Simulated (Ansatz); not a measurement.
Input for Ansatz (an electronic-structure program): R-CCSD(T)/aug-cc-pVDZ on H2O (SMILES O) with ghost functions.

Ansatz 0.2 input:
```yaml
crystal:
  periodic: [false, false, false]
  atoms:
    - {symbol: O, position_ang: [2.31507778, 0.33449094, -0.00055702]}
    - {symbol: H, position_ang: [2.75428278, 0.72264294, -0.76043002]}
    - {symbol: H, position_ang: [2.75296278, 0.73709494, 0.75253298]}
basis:
  gaussian:
    orbitals: aug-cc-pVDZ
    ghost_atoms:
      - {symbol: O, position_ang: [-1.12946822, 0.44835894, -0.00357302]}
      - {symbol: H, position_ang: [-0.16519922, 0.41588694, -0.00321902]}
      - {symbol: C, position_ang: [-1.59089722, -0.88709306, 0.00469998]}
      - {symbol: H, position_ang: [-2.67718322, -0.85570606, 0.00383698]}
      - {symbol: H, position_ang: [-1.26887222, -1.44657706, -0.87682902]}
      - {symbol: H, position_ang: [-1.26993422, -1.43527206, 0.89369298]}
magnetization: {spin_polarized: false}
correlation: {method: ccsd_t, electrons: outside_noble_gas}
scf: {lower_state_search: off}
```

The head of its log:

```
WARN ansatz: RAYON_NUM_THREADS=1 ignored (pool sized by the plan → 1); use --threads N
Functional definition: HF
these checks for a lower state are left out or cut short: stability, starts, cluster_reference, orbital_swaps, neighbouring_geometries, increment
integrals: 0.19 GiB planned
974 factors; integrals over basis functions are off by at most 1.4e-3 eV
mean field: 0.18 GiB planned
mean field evaluation 1: about -2067.3230 eV, gradient 3.3e1 eV
mean field evaluation 2: about -2067.3223 eV, gradient 3.3e1 eV
mean field evaluation 4: about -2069.1844 eV, gradient 1.5e0 eV
mean field evaluation 8: about -2069.1921 eV, gradient 5.8e-4 eV
mean field -2069.19210667 eV, -76.0414073713 hartree, gradient 1.9e-6 eV, S^2 0.000000; 0 other end points of the search recorded, 0 dependent functions left out
1 core orbitals not correlated
reference -2069.19210667 eV, -76.0414073713 hartree; 4, 4 occupied and 118, 118 virtual orbitals, 974 factors
```

**Question.** Predict the final total energy.

**Answer.** -76.2744 hartree (reference determinant -76.0414, T1 diagnostic 0.012).
